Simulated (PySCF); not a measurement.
Record of a relaxation.

Compound: C3H3NO.
Atom-mapped SMILES: `[NH2:1][c:2]1[cH:3][c:4]1=[O:5]` (hydrogens: H6, H7 on N1; H8 on C3)

Method: PySCF 2.14.0, PBE0/cc-pVDZ geometry optimisation, gas phase; density fitting, grid level 1; the optimiser is geomeTRIC in internal coordinates, started from a GFN2-xTB structure. The frame can shift and turn from step to step; on so coarse a grid that alone can change the energy by a few meV, and forces under 0.02 eV/Å are noise.

Step 0: E = -6687.5198 eV, largest atomic force 0.937 eV/Å
```
atom  x, y, z in Å  |  force x, y, z in eV/Å
N1      1.429   -0.064    0.140    0.111   0.009   0.005
C2      0.111   -0.027    0.019    0.015   0.229  -0.103
C3     -0.972    0.698   -0.396    0.327  -0.558   0.279
C4     -1.222   -0.570    0.159    0.284   0.189  -0.065
O5     -1.922   -1.476    0.512   -0.637  -0.644   0.242
H6      1.880   -0.868    0.542    0.074  -0.121   0.062
H7      2.005    0.707   -0.162    0.100   0.105  -0.040
H8     -1.301    1.610   -0.838   -0.274   0.792  -0.381
```

Step 1: E = -6687.5397 eV, largest atomic force 0.161 eV/Å
```
atom  x, y, z in Å  |  force x, y, z in eV/Å
N1      1.481   -0.108    0.075    0.027   0.019  -0.006
C2      0.158   -0.062   -0.052    0.064  -0.085   0.043
C3     -0.925    0.658   -0.467   -0.065   0.132  -0.066
C4     -1.179   -0.616    0.091   -0.086  -0.009  -0.003
O5     -1.903   -1.517    0.441    0.039   0.021  -0.004
H6      1.925   -0.919    0.481   -0.010   0.006  -0.004
H7      2.066    0.660   -0.225    0.003  -0.002   0.001
H8     -1.257    1.595   -0.920    0.029  -0.081   0.039
```

Step 2: E = -6687.5400 eV, largest atomic force 0.048 eV/Å
```
atom  x, y, z in Å  |  force x, y, z in eV/Å
N1      1.481   -0.111    0.075   -0.005   0.009  -0.005
C2      0.158   -0.064   -0.052    0.020  -0.025   0.012
C3     -0.923    0.660   -0.468    0.013   0.008  -0.004
C4     -1.181   -0.613    0.090   -0.047   0.007  -0.006
O5     -1.907   -1.513    0.440    0.015   0.007   0.000
H6      1.923   -0.922    0.482    0.006  -0.001   0.001
H7      2.068    0.657   -0.224   -0.002  -0.003   0.001
H8     -1.253    1.596   -0.920    0.000  -0.003   0.001
```

Step 3: E = -6687.5401 eV, largest atomic force 0.067 eV/Å
```
atom  x, y, z in Å  |  force x, y, z in eV/Å
N1      1.481   -0.116    0.077   -0.004   0.022  -0.010
C2      0.158   -0.067   -0.051   -0.007  -0.012   0.004
C3     -0.920    0.663   -0.469    0.040  -0.048   0.024
C4     -1.186   -0.609    0.088   -0.004   0.017  -0.007
O5     -1.915   -1.505    0.438   -0.005  -0.002   0.002
H6      1.924   -0.927    0.483   -0.010  -0.009   0.004
H7      2.068    0.651   -0.222    0.003   0.000  -0.001
H8     -1.243    1.599   -0.921   -0.012   0.033  -0.016
```

Step 4: E = -6687.5401 eV, largest atomic force 0.084 eV/Å
```
atom  x, y, z in Å  |  force x, y, z in eV/Å
N1      1.480   -0.125    0.080   -0.009  -0.013   0.005
C2      0.158   -0.071   -0.049   -0.034   0.035  -0.020
C3     -0.912    0.668   -0.471    0.036  -0.068   0.033
C4     -1.193   -0.600    0.086    0.040   0.018  -0.002
O5     -1.929   -1.491    0.435   -0.024  -0.007   0.003
H6      1.918   -0.938    0.487    0.006  -0.003   0.002
H7      2.071    0.640   -0.219   -0.001  -0.003   0.000
H8     -1.227    1.607   -0.924   -0.015   0.042  -0.021
```

Step 5: E = -6687.5401 eV, largest atomic force 0.039 eV/Å
```
atom  x, y, z in Å  |  force x, y, z in eV/Å
N1      1.480   -0.131    0.081   -0.003  -0.014   0.006
C2      0.158   -0.072   -0.049   -0.023   0.028  -0.015
C3     -0.908    0.671   -0.472    0.012  -0.027   0.012
C4     -1.196   -0.595    0.084    0.037   0.004   0.004
O5     -1.937   -1.482    0.433   -0.020  -0.002   0.002
H6      1.916   -0.945    0.489    0.001  -0.002   0.001
H7      2.073    0.632   -0.218    0.000  -0.003   0.000
H8     -1.218    1.612   -0.925   -0.004   0.018  -0.009
```

Step 6: E = -6687.5401 eV, largest atomic force 0.047 eV/Å
```
atom  x, y, z in Å  |  force x, y, z in eV/Å
N1      1.479   -0.141    0.083    0.004  -0.013   0.005
C2      0.157   -0.073   -0.049    0.000   0.009  -0.005
C3     -0.902    0.677   -0.474   -0.024   0.035  -0.019
C4     -1.200   -0.587    0.083    0.015  -0.014   0.010
O5     -1.949   -1.467    0.431   -0.004   0.006   0.000
H6      1.910   -0.957    0.493   -0.004  -0.001   0.000
H7      2.077    0.618   -0.215    0.002  -0.004   0.000
H8     -1.207    1.620   -0.929    0.012  -0.020   0.009
```

Step 7: E = -6687.5401 eV, largest atomic force 0.037 eV/Å
```
atom  x, y, z in Å  |  force x, y, z in eV/Å
N1      1.479   -0.141    0.083    0.003  -0.013   0.005
C2      0.157   -0.073   -0.049   -0.001   0.011  -0.006
C3     -0.902    0.677   -0.474   -0.020   0.027  -0.015
C4     -1.200   -0.587    0.083    0.014  -0.011   0.008
O5     -1.948   -1.467    0.431   -0.004   0.006   0.000
H6      1.909   -0.957    0.493   -0.003  -0.001   0.000
H7      2.078    0.618   -0.215    0.002  -0.003   0.000
H8     -1.207    1.620   -0.929    0.010  -0.015   0.007
```

Step 8: E = -6687.5402 eV, largest atomic force 0.023 eV/Å
```
atom  x, y, z in Å  |  force x, y, z in eV/Å
N1      1.479   -0.141    0.083    0.001  -0.013   0.005
C2      0.157   -0.073   -0.049   -0.002   0.013  -0.007
C3     -0.902    0.677   -0.474   -0.014   0.016  -0.009
C4     -1.199   -0.586    0.083    0.013  -0.008   0.007
O5     -1.948   -1.468    0.431   -0.005   0.006   0.000
H6      1.909   -0.957    0.493   -0.002  -0.001   0.000
H7      2.078    0.618   -0.215    0.002  -0.003   0.000
H8     -1.207    1.620   -0.929    0.008  -0.009   0.004
```

**Question.** Summarise the path.

**Answer.** The energy falls by 0.0204 eV from step 0 to step 8; nine tenths of that is first reached at step 1. It never rises by more than 0.2 meV. The largest force goes from 0.937 to 0.023 eV/Å. Among the bonds C3–H8 changes most, from 1.066 to 1.090 Å; the atoms move by 0.014 Å rms after alignment.

**Question.** Follow the three bonds and two angles with the largest change from start to end.

**Answer.** 
| step | E above end (eV) | largest force (eV/Å) | C3–H8 (Å) | C2–C4 (Å) | C4=O5 (Å) | C2–C4–O5 (°) | C3–C4–O5 (°) |
| --- | --- | --- | --- | --- | --- | --- | --- |
| 0 | 0.0204 | 0.937 | 1.066 | 1.446 | 1.198 | 148.3 | 154.4 |
| 1 | 0.0005 | 0.161 | 1.093 | 1.454 | 1.208 | 149.8 | 153.4 |
| 2 | 0.0001 | 0.048 | 1.090 | 1.454 | 1.208 | 149.6 | 153.5 |
| 3 | 0.0001 | 0.067 | 1.089 | 1.455 | 1.207 | 149.5 | 153.6 |
| 4 | 0.0001 | 0.084 | 1.089 | 1.457 | 1.207 | 149.4 | 153.8 |
| 5 | 0.0000 | 0.039 | 1.089 | 1.457 | 1.207 | 149.3 | 153.8 |
| 6 | 0.0000 | 0.047 | 1.091 | 1.457 | 1.207 | 149.4 | 153.8 |
| 7 | 0.0000 | 0.037 | 1.090 | 1.457 | 1.207 | 149.4 | 153.7 |
| 8 | 0.0000 | 0.023 | 1.090 | 1.457 | 1.207 | 149.4 | 153.7 |

What follows is the cost of the whole optimisation. Time: 12 s of wall time; peak memory 0.45 GiB. Hardware: one thread, Arm Neoverse V2 (aarch64), shared host with 192 logical CPUs at a one-minute load of 103.
